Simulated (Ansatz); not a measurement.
# C2H2O, singlet: cost against accuracy

Geometry (MP2(full)/6-31G*, from the G2/97 set):

```xyz
5

C     0.0000    0.0000   -1.3018
C     0.0000    0.0000    0.0165
H     0.0000    0.9388   -1.8357
H     0.0000   -0.9388   -1.8357
O     0.0000    0.0000    1.1962
```

Measured, as an electronic atomization energy: 2227.8 kJ/mol (G2/97 heats of formation of molecule and atoms, with zero-point and thermal terms from B3LYP taken off; Curtiss et al., J. Chem. Phys. 106, 1063 (1997), Staroverov et al., J. Chem. Phys. 119, 12129 (2003)). The measured value holds scalar relativity and spin–orbit coupling, which all computed ones lack, and core correlation, which the wave-function levels lack. Atoms are taken at the same level; beside RHF, RMP2 and RCC rows they are unrestricted. Ansatz 0.2.0; the 6-31G* set has Cartesian d functions; a miss is computed less measured; times are wall times on shared hosts and scatter by a factor of two or so.

```json
{"level": "RHF", "basis": "cc-pVDZ", "miss (kJ/mol)": "-720.8", "time of the run": "0.27 s", "hardware": "1 CPU thread"}
{"level": "RMP2", "basis": "cc-pVDZ", "miss (kJ/mol)": "-107.0", "time of the run": "–", "hardware": "–"}
{"level": "RCCSD(T)", "basis": "cc-pVDZ", "miss (kJ/mol)": "-179.1", "time of the run": "0.58 s", "hardware": "1 CPU thread"}
{"level": "RCCSDT(Q)", "basis": "cc-pVDZ", "miss (kJ/mol)": "-175.1", "time of the run": "2.5 s", "hardware": "H100 + 2 CPU threads"}
{"level": "RHF", "basis": "cc-pVTZ", "miss (kJ/mol)": "-686.6", "time of the run": "1.5 s", "hardware": "1 CPU thread"}
{"level": "RMP2", "basis": "cc-pVTZ", "miss (kJ/mol)": "9.0", "time of the run": "–", "hardware": "–"}
{"level": "RCCSD(T)", "basis": "cc-pVTZ", "miss (kJ/mol)": "-67.1", "time of the run": "2.6 s", "hardware": "H100 + 2 CPU threads"}
{"level": "RCCSDT(Q)", "basis": "cc-pVTZ", "miss (kJ/mol)": "-65.4", "time of the run": "33 s", "hardware": "H100 + 2 CPU threads"}
{"level": "RHF", "basis": "cc-pVQZ", "miss (kJ/mol)": "-682.4", "time of the run": "–", "hardware": "–"}
{"level": "RMP2", "basis": "cc-pVQZ", "miss (kJ/mol)": "46.6", "time of the run": "–", "hardware": "–"}
{"level": "RCCSD(T)", "basis": "cc-pVQZ", "miss (kJ/mol)": "-31.3", "time of the run": "2.3 s", "hardware": "H100 + 2 CPU threads"}
```

HF's time is that of a plain UHF run. A dash: the level came out of a higher level's run.

A composite of the best parts (restricted reference, at this geometry, which isn't the minimum of the high levels):

| part | kJ/mol |
| --- | --- |
| Hartree–Fock limit (T, Q; exp(−5.46 √X)) | 1546.72 |
| CCSD(T) correlation limit (T, Q; X⁻³) | 674.14 |
| CCSDT − CCSD(T) (TZ) | -2.54 |
| (Q) (TZ) | 4.32 |
| sum | 2222.6 |
| sum less measured | -5.2 |
